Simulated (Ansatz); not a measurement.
Geometry optimisation, RKS CAM-B3LYP/6-31G* (Ansatz 0.2.0).

Input file:

```yaml
crystal:
  periodic: [false, false, false]
  atoms:
    - { symbol: B, position_ang: [0.0, 0.0, 0.0] }
    - { symbol: H, position_ang: [0.0, 0.0, 1.19] }
    - { symbol: Cl, position_ang: [1.6108, 0.0, -0.93] }
    - { symbol: Cl, position_ang: [-1.6108, 0.0, -0.93] }
basis:
  gaussian: { orbitals: "6-31G*" }
hamiltonian:
  xc: cam_b3lyp
relax:
  f_tol: 0.02
  max_steps: 40
output:
  orbitals: {}
```

Run as:

```bash
$ ansatz run input.yaml --threads 1 --pin off --max-ram 2048MiB --backend cpu --events-out ev --progress --plain --runs-dir out
```

Question: Where does it end, and by what steps?

Answer: The forces met the threshold. After 3 steps the energy has fallen by 0.323 eV; Cl3 moved furthest, 0.10 Å.

```tsv
step	energy less start (eV)	largest force component (eV/Å)	accepted
0	0.0000	2.179	yes
1	-0.2617	1.298	yes
2	-0.3206	0.195	yes
3	-0.3226	0.015	yes
```

```xyz
4
Properties=species:S:1:pos:R:3
B 0.000 0.000 -0.035
H 0.000 0.000 1.149
Cl 1.516 0.000 -0.892
Cl -1.516 0.000 -0.892
```

Whether the end is a true minimum wasn't checked by a vibrational analysis.

Run time: 4.9 s on 1 thread of Intel(R) Xeon(R) 6975P-C (Granite Rapids) (shared host), peak memory 0.12 GiB.
